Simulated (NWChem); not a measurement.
System: dichloromethane (CH$_{2}$Cl$_{2}$); SMILES C(Cl)Cl

NWChem printed, in part:

```
             Northwest Computational Chemistry Package (NWChem) 7.3.0
             --------------------------------------------------------

                             Geometry "geometry" -> ""
                             -------------------------

 Output coordinates in angstroms (scale by  1.889725989 to convert to a.u.)

  No.       Tag          Charge          X              Y              Z
 ---- ---------------- ---------- -------------- -------------- --------------
    1 Cl                  17.0000     1.49554200     0.00000000     0.21168800
    2 C                    6.0000     0.00000000     0.00000000    -0.77306500
    3 Cl                  17.0000    -1.49554200     0.00000000     0.21168800
    4 H                    1.0000     0.00000000     0.89910500    -1.38521500
    5 H                    1.0000     0.00000000    -0.89910500    -1.38521500

 Effective nuclear repulsion energy (a.u.)     132.7613330028

  pbe96 is a nonlocal functional; adding pw91lda local functional.
                              NWChem Property Module
                              ----------------------

  itol2e modified to match energy
  convergence criterion.

                                 NWChem DFT Module
                                 -----------------

 Summary of "ao basis" -> "ao basis" (spherical)
 ------------------------------------------------------------------------------
       Tag                 Description            Shells   Functions and Types
 ---------------- ------------------------------  ------  ---------------------
 Cl                         pcsseg-1                10       24   4s5p1d
 C                          pcsseg-1                 7       17   3s3p1d
 H                          pcsseg-1                 3        5   2s1p

  itol2e modified to match energy
  convergence criterion.

            General Information
            -------------------
          SCF calculation type: DFT
          Wavefunction type:  closed shell.
          No. of atoms     :     5
          No. of electrons :    42
           Alpha electrons :    21
            Beta electrons :    21
          Charge           :     0
          Spin multiplicity:     1
          Use of symmetry is: off; symmetry adaption is: off
          Maximum number of iterations: 150
          AO basis - number of functions:    75
                     number of shells:    33
          Convergence on energy requested:  1.00D-07
          Convergence on density requested:  1.00D-05
          Convergence on gradient requested:  5.00D-04

[...]

          -----------------------------------------
          Chemical Shielding Tensors (GIAO, in ppm)
          -----------------------------------------

                                NWChem CPHF Module
                                ------------------

  scftype          =     RHF
  nclosed          =       21
  nopen            =        0
  variables        =     1134
  # of vectors     =        3
  tolerance        = 0.10D-03
  level shift      = 0.00D+00
  max iterations   =       50
  max subspace     =       30

 SCF residual:    1.5673092910651435E-004

Iterative solution of linear equations
  No. of variables     1134
  No. of equations        3
  Maximum subspace       30
        Iterations       50
       Convergence  1.0D-04

   iter   nsub   residual    time
   ----  ------  --------  ---------
     1      3    1.44D-04      17.5
     2      6    3.12D-09      20.3

      Atom:    1  Cl
        Diamagnetic
   1152.5719     -0.0000      4.9443
     -0.0000   1141.1414     -0.0000
      4.9443     -0.0000   1144.1411

        Paramagnetic
   -162.5302      0.0000    102.3605
      0.0000   -735.6231      0.0000
    102.3605      0.0000   -439.2269

        Total Shielding Tensor
    990.0417      0.0000    107.3048
      0.0000    405.5183      0.0000
    107.3048      0.0000    704.9142

           isotropic =     700.1581
          anisotropy =     488.6311

          Principal Components and Axis System
                 1           2           3
             1025.9121    669.0438    405.5183

      1         0.9484     -0.3170     -0.0000
      2         0.0000      0.0000      1.0000
      3         0.3170      0.9484     -0.0000

      Atom:    2  C
        Diamagnetic
    261.0735      0.0000      0.0000
      0.0000    239.9638     -0.0000
      0.0000     -0.0000    247.4211

        Paramagnetic
   -126.0943      0.0000      0.0000
      0.0000   -193.7912      0.0000
      0.0000      0.0000   -118.3411

        Total Shielding Tensor
    134.9792      0.0000      0.0000
      0.0000     46.1726      0.0000
      0.0000      0.0000    129.0800

           isotropic =     103.4106
          anisotropy =      47.3529

          Principal Components and Axis System
                 1           2           3
              134.9792    129.0800     46.1726

      1         1.0000     -0.0000     -0.0000
      2         0.0000      0.0000      1.0000
      3         0.0000      1.0000     -0.0000

      Atom:    3  H
        Diamagnetic
     25.9552      0.0000     -0.0000
      0.0000     30.1764     -9.3371
     -0.0000     -9.3371     29.9881

        Paramagnetic
      1.3652      0.0000     -0.0000
      0.0000     -8.2800      3.6604
     -0.0000      3.6604     -1.9066

        Total Shielding Tensor
     27.3204      0.0000     -0.0000
      0.0000     21.8964     -5.6767
     -0.0000     -5.6767     28.0815

           isotropic =      25.7661
          anisotropy =       8.5309

          Principal Components and Axis System
                 1           2           3
               31.4534     27.3204     18.5245

      1        -0.0000      1.0000     -0.0000
      2        -0.5107     -0.0000      0.8598
      3         0.8598      0.0000      0.5107
```

Level: PBE/pcSseg-1, GIAO. Coordinates come from a B3LYP/6-31G* (spherical d) optimisation. The output numbers the shielded atoms by their place in the input's list. The printed shielding anisotropy is the first printed principal value minus the mean of the other two.

### Question
Write an input that gives this output.

### Answer
One answer among several that fit: the input that was run:
```
start job
memory heap 200 mb stack 900 mb global 1100 mb
geometry units angstroms noautosym nocenter noautoz
  Cl     1.495542     0.000000     0.211688
  C      0.000000     0.000000    -0.773065
  Cl    -1.495542     0.000000     0.211688
  H      0.000000     0.899105    -1.385215
  H      0.000000    -0.899105    -1.385215
end
basis spherical
  * library pcsseg-1
end
dft
  xc xpbe96 cpbe96
  iterations 150
end
property
  shielding 3 1 2 4
end
task dft property
```
